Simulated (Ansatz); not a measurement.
Compare A (`C#CC1CC1`) with its isomer B (`C#CC(=C)C`).

Computed with Ansatz on PBE0-D4/def2-TZVP structures; ΔE is electronic, products minus reactants. CCSD(T)/CBS is the MP2 limit (def2-TZVPP, def2-QZVPP) plus CCSD(T) − MP2 in def2-TZVPP, frozen cores. DFT in def2-TZVPP.

**Question.** Which isomer does CCSD(T)/CBS put lower? Give the gap. (An estimate is asked.)

**Answer.** Computed: B, by 40.0 kJ/mol.

**Question.** Give E(B) − E(A) in kJ/mol with B2PLYP, LDA (SPW92), CCSD(T)/def2-TZVPP, BLYP-D4, r2SCAN-D4, PBE0-D4, PBE-D4. (Best estimate.)

**Answer.** Computed: B2PLYP -42.2, LDA (SPW92) -18.7, CCSD(T)/def2-TZVPP -39.2, BLYP-D4 -56.4, r2SCAN-D4 -34.0, PBE0-D4 -24.7, PBE-D4 -32.9. None reverses the order clearly.

**Question.** Does the order hold for the free energy at 298.15 K (harmonic terms from PBE0-D4)? (Best estimate.)

**Answer.** Ansatz gave: Yes: G(B) − G(A) = -46.3 kJ/mol.

Largest T1 diagnostic: 0.011.

From r2SCAN to r2SCAN0 (25 % exact exchange), in def2-TZVPP and without D4, E(B) − E(A) moves by +7.8 kJ/mol. In def2-TZVPP, CCSD(T) changes the Hartree–Fock value by +5.1 kJ/mol (the triples alone add −2.6 kJ/mol) and MP2 by +14.0 kJ/mol.
